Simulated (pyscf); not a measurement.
Elementary routes open to `[Cl][GeH2][Cl]` + `[OH2]` in the gas phase (singlet surface):
A. `[OH][GeH]([Cl])[Cl]` + `[H][H]` (Ge–H, H–O broken; Ge–O, H–H formed)
B. `[ClH]` + `[OH][GeH2][Cl]` (Cl–Ge, H–O broken; Cl–H, Ge–O formed)

Single points on ωB97X-D3(BJ)/def2-SVP structures (PySCF, gas phase).

Question: Rank the routes by free-energy barrier at 1200 K, lowest first, for ωB97M-D3(BJ)/def2-TZVP energies (ideal gas, 1 atm, RRHO with modes under 100 cm⁻¹ raised to 100, one conformer, R ln 2 for chiral ones without a mode under 150 cm⁻¹).

Answer: B (64.3 kcal/mol), A (80.1 kcal/mol)

Route B is the fastest of these, ahead of the next by 15.8 kcal/mol. The most stable products are those of A (ΔG = -4.7 kcal/mol), whose barrier is 15.8 kcal/mol higher: the kinetic and the thermodynamic product differ. At 298 K B is still the fastest. A: On the reactant side the descent ends in a complex, 5.9 kcal/mol under the separated species and 46.7 kcal/mol under the saddle at ωB97X-D3(BJ)/def2-TZVP. B: On the reactant side the descent ends in a complex, 5.9 kcal/mol under the separated species and 28.4 kcal/mol under the saddle at ωB97X-D3(BJ)/def2-TZVP. On the product side the descent ends in a complex, 5.8 kcal/mol under the separated species and 18.0 kcal/mol under the saddle at ωB97X-D3(BJ)/def2-TZVP. Only these routes are compared; each barrier is that of the saddle found, and lower ones may exist. Elements up to Kr have no core potential and no relativistic terms here.
